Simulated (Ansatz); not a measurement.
Energy needed to pull apart BSiH$_{5}$S (SMILES BS[SiH3]), singlet, into free ground-state atoms, from the structure below (displaced at random from a GFN2-xTB minimum); no zero-point or spin–orbit terms; open-shell atoms are treated unrestricted, in their ground-state multiplicity.

| atom | x (Å) | y (Å) | z (Å) |
| --- | --- | --- | --- |
| B1 | -1.1173 | 1.0552 | -1.0831 |
| S2 | -0.9379 | -0.7260 | -0.3372 |
| Si3 | 0.7816 | -0.7706 | 0.8037 |
| H4 | -2.0702 | 1.3558 | -1.8010 |
| H5 | -0.1918 | 1.9430 | -0.7885 |
| H6 | 0.6879 | 0.1519 | 1.9802 |
| H7 | 1.9679 | -0.6889 | -0.0445 |
| H8 | 0.8847 | -2.3265 | 1.2950 |

Ansatz 0.2.0; basis: def2-TZVPP; cores frozen in the correlated methods.

```json
{"method": "PBE-D4", "atomization energy (kcal/mol)": "582.1"}
{"method": "r2SCAN-D4", "atomization energy (kcal/mol)": "584.7"}
{"method": "B97M-V", "atomization energy (kcal/mol)": "587.7"}
{"method": "PBE0-D4", "atomization energy (kcal/mol)": "?"}
{"method": "wB97X-V", "atomization energy (kcal/mol)": "585.7"}
{"method": "wB97M-V", "atomization energy (kcal/mol)": "?"}
{"method": "HF", "atomization energy (kcal/mol)": "445.6"}
{"method": "MP2", "atomization energy (kcal/mol)": "565.6"}
{"method": "CCSD", "atomization energy (kcal/mol)": "558.7"}
{"method": "CCSD(T)", "atomization energy (kcal/mol)": "565.4"}
```

Q: What does wB97M-V give? (An estimate is asked for; the value comes from the calculation.)

A: The calculation gives: 583.5 kcal/mol, which is about 18.1 kcal/mol more than CCSD(T)/def2-TZVPP.

Q: What does PBE0-D4 give? (To be estimated.)

A: Computed: 578.1 kcal/mol, which is about 12.7 kcal/mol more than CCSD(T)/def2-TZVPP.

In triple zeta the MP2 and coupled-cluster atomization energies are still short of their basis limit by a few kcal/mol a bond, whereas those of the functionals are nearly converged, so these differences are not deviations from converged CCSD(T).

The T1 diagnostic stays at or below 0.016.

For scale, one of the runs: CCSD(T)/def2-TZVPP forces, 185 basis functions (an equivalent command: `ansatz run in.yaml --threads 4`). Time: 96 s of wall clock on 4 CPU threads; the host was shared. Peak host memory: 3.4 GiB.
